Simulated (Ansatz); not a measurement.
## Heat of formation of C3H6O2 (1,3-dioxolane) from total energies

C3H6O2 has 11 atoms, charge 0, and is taken as a singlet. As SMILES, `C1COCO1`. The shape is that of a PBE0-D4/def2-TZVP optimisation. This is one conformer, not always the lowest.

Total energies at PBE-QIDH/def2-SVP, 5 core orbitals frozen (Ansatz 0.2.0); the atoms run unrestricted:

```tsv
species	state	energy (Eh)
C3H6O2	singlet	-267.735608
C	triplet	-37.748563
O	triplet	-74.901746
H	doublet	-0.501240
```

Harmonic wavenumbers at B3LYP/6-31G*, in cm⁻¹: 24, 266, 650, 733, 910, 954, 963, 972, 1078, 1145, 1162, 1170, 1219, 1235, 1262, 1358, 1398, 1452, 1540, 1545, 1584, 3009, 3017, 3023, 3048, 3123, 3127.

Measured heats of formation of the gaseous atoms at 298.15 K, in kJ/mol: C 716.9, O 249.2, H 218.0. Spin-orbit lowering of the atoms at 298 K (mean of the ground term's levels less their thermal mean, from spectra), in kJ/mol: C 0.02, O 0.40. Take 1 Eh = 2625.50 kJ/mol, 1 cm⁻¹ = 0.0119627 kJ/mol, RT = 2.479 kJ/mol.

Question: What heat of formation follows?

Answer: 
1. Electronic atomisation energy: 3 × (-37.748563) + 2 × (-74.901746) + 6 × (-0.501240) − (-267.735608) = 1.678987 Eh = 4408.2 kJ/mol.
2. Zero-point energy: half the sum of the wavenumbers, 20483.5 cm⁻¹ = 245.0 kJ/mol.
3. Thermal vibrational enthalpy, Σ hcν̃/(exp(hcν̃/kT) − 1): 5.1 kJ/mol. Translation, rotation and pV of a non-linear molecule: 4 RT = 9.9 kJ/mol.
4. The 11 free atoms carry 5/2 RT each: 68.2 kJ/mol.
5. Spin-orbit coupling lowers the free atoms by 3 × 0.02 + 2 × 0.40 = 0.9 kJ/mol.
6. Atomisation enthalpy at 298 K: 4408.2 − 0.9 − 245.0 − 5.1 − 9.9 + 68.2 = 4215.5 kJ/mol.
7. Sum of the atoms' heats of formation: 3957.1 kJ/mol. Heat of formation: 3957.1 − 4215.5 = -258.4 kJ/mol.

The tabulated value is -298.0 kJ/mol (CRC Handbook of Chemistry and Physics), so this level is off by +39.6 kJ/mol, or 0.9 % of the atomisation enthalpy that the table implies (4255.1 kJ/mol). A double-zeta basis underbinds. Anharmonicity and any spin-orbit splitting of the molecule are left out, and cores are frozen in the wave-function part.
